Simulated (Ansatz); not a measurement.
# C₂H₄Cl₂, SMILES CC(Cl)Cl: a short molecular-dynamics run

Computed with Ansatz 0.2.0, Python API.

`c2h4cl2.xyz`
```text
8

C     0.24850    0.73850    0.00740
C    -0.20170   -0.67790    0.13170
Cl    1.07020   -1.72760   -0.48090
Cl   -1.62470   -0.98200   -0.77110
H     0.38630    1.05110   -1.06680
H    -0.58700    1.45620    0.38100
H     1.13910    0.99590    0.56840
H    -0.33850   -0.91120    1.17460
```

Notebook, run cell by cell (the value of a cell's last expression is shown):

In [1]:
```python
import ansatz as az
import numpy as np
```

In [2]:
```python
SETTINGS = {
    "basis_set": "def2-SVP",
    "xc": "hf",
    "n_steps": 20,
    "temperature_k": 200,
}
```

In [3]:
```python
system = az.Crystal.molecule_from_extxyz("c2h4cl2.xyz")
```

In [4]:
```python
job = (
    system.calculation()
    .basis(gaussian=SETTINGS["basis_set"])
    .functional(SETTINGS["xc"])
    .md("nve", timestep=0.5, steps=SETTINGS["n_steps"], temperature=SETTINGS["temperature_k"], initial_velocities="maxwell_boltzmann", seed=50)
)
frames = []
job.session().plan().execute(on_event=lambda e: frames.append(e["data"]) if e["event"] == "md_step" else None)
print("t (fs)   E_pot (eV)      E_kin (eV)   T (K)   d(0-1) (A)")
for f in frames[::3]:
    xyz = np.array(f["positions_ang"])
    print(f"{f['time_fs']:6.2f} {f['lagrangian_ev']:14.5f} {f['e_kin_ev']:10.5f} {f['temperature_k']:8.1f} {np.linalg.norm(xyz[0] - xyz[1]):9.4f}")
kept = np.array([f["conserved_ev"] for f in frames])
print(f"conserved energy moves by at most {1000 * np.ptp(kept):.3f} meV")
```
```text
t (fs)   E_pot (eV)      E_kin (eV)   T (K)   d(0-1) (A)
  0.00   -27121.59284    0.15511    200.0    1.4914
  1.50   -27121.57351    0.13609    175.5    1.5067
  3.00   -27121.66202    0.22276    287.2    1.5233
  4.50   -27121.64711    0.20773    267.8    1.5381
  6.00   -27121.55398    0.11723    151.2    1.5477
  7.50   -27121.63944    0.20030    258.3    1.5500
  9.00   -27121.67363    0.23431    302.1    1.5457
conserved energy moves by at most 3.165 meV
```

Total energies depend on the basis set; only differences at equal settings carry meaning. The trajectory is only some femtoseconds long, so its temperature is not equilibrated; where the script doesn't relax first, it starts from a rough generated geometry. The temperature counts the internal degrees of freedom alone. Finished in 36 s on 1 thread of AMD EPYC 7R43 64-Core Processor (Zen 3) (shared host), peak memory 0.23 GiB.

(Lines on the test bed's own set-up are left out of the output.)
